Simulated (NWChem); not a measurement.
ethane (C₂H₆); SMILES CC

Results from NWChem. Each level has its own optimisation; frequencies are unscaled.

```json
[
 {"level": "BLYP/def2-SVP", "r C–C (Å)": "1.538", "r C–H (Å)": "1.110", "highest harmonic frequency (cm⁻¹)": "3030", "lowest (cm⁻¹)": "311", "zero-point energy (kcal/mol)": "45.3"},
 {"level": "CAM-B3LYP/def2-SVP", "r C–C (Å)": "1.523", "r C–H (Å)": "…", "highest harmonic frequency (cm⁻¹)": "3143", "lowest (cm⁻¹)": "…", "zero-point energy (kcal/mol)": "47.0"},
 {"level": "PBE0-D3(BJ)/def2-TZVP", "r C–C (Å)": "1.519", "r C–H (Å)": "1.093", "highest harmonic frequency (cm⁻¹)": "3131", "lowest (cm⁻¹)": "309", "zero-point energy (kcal/mol)": "46.9"}
]
```

Question: Some entries are withheld; supply them.

Answer: 
- CAM-B3LYP/def2-SVP, r C–H (Å): 1.101
- CAM-B3LYP/def2-SVP, lowest (cm⁻¹): 338
